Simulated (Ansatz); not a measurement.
# CH5ClN: the cost of one run

The runs use Ansatz 0.2.0, Gaussian basis; PBE0-D4 structure, single points in def2-TZVPPD.

Levels: PBE-D4, revPBE-D4, BLYP-D4, r2SCAN-D4, B97M-V, PBE0-D4, B3LYP-D4, HSE06-D4, wB97X-V, wB97M-V, B2PLYP, Hartree-Fock, MP2, CCSD, CCSD(T). The reference is CCSD(T) extrapolated to the basis limit.

Cores are frozen in the correlated methods. B3LYP uses VWN-RPA correlation. B2PLYP carries no dispersion term here.

163 further runs of the same task are left out: 163 set aside as unsound or not needed.

### Step 1. Where the work starts

The pair, from a GFN2-xTB docking trial: 8 atoms, charge -1, spin multiplicity 1.

Atoms are counted from 1 here; the program's logs count them from 0.

Bond lengths: C2–N3 1.449 Å, C2–H4 1.102 Å, C2–H5 1.090 Å, C2–H6 1.097 Å, N3–H7 1.029 Å, N3–H8 1.019 Å. Angles: N3–C2–H4 114.9°, N3–C2–H5 108.5°, N3–C2–H6 109.2°, H4–C2–H5 107.6°, H4–C2–H6 108.1°, H5–C2–H6 108.4°, C2–N3–H7 108.8°, C2–N3–H8 109.2°, H7–N3–H8 105.0°.

Geometry (Å):

```tsv
atom	x (Å)	y (Å)	z (Å)
Cl1	-1.2600	0.3260	-2.7978
C2	0.7229	-0.0271	0.5617
N3	-0.6478	-0.4100	0.2903
H4	0.9743	1.0132	0.2994
H5	1.3838	-0.6805	-0.0087
H6	0.9335	-0.1692	1.6290
H7	-0.8295	-0.3036	-0.7174
H8	-1.2772	0.2512	0.7434
```

Atoms 1 to 1 are fragment A (Cl−), the rest fragment B (CH5N).

### Step 2. A first relaxation in a small basis

Input file pre/in.yaml:

```yaml
crystal:
  periodic: [false, false, false]
  atoms:
    - {symbol: Cl, position_ang: [-1.260000, 0.326000, -2.797800]}
    - {symbol: C, position_ang: [0.722900, -0.027100, 0.561700]}
    - {symbol: N, position_ang: [-0.647800, -0.410000, 0.290300]}
    - {symbol: H, position_ang: [0.974300, 1.013200, 0.299400]}
    - {symbol: H, position_ang: [1.383800, -0.680500, -0.008700]}
    - {symbol: H, position_ang: [0.933500, -0.169200, 1.629000]}
    - {symbol: H, position_ang: [-0.829500, -0.303600, -0.717400]}
    - {symbol: H, position_ang: [-1.277200, 0.251200, 0.743400]}
basis:
  gaussian: {orbitals: def2-SVPD}
total_charge: -1
hamiltonian: {xc: pbe, dispersion: d4}
relax: {f_tol: 0.03, max_steps: 250}
```

On the command line:

```
> ansatz run in.yaml --threads 2 --pin off --events-out ev --progress --plain --max-ram 5222MiB
```

**Question.** How long does this run take on 2 threads of Arm Neoverse V2, shared host?

About 4.4 s.
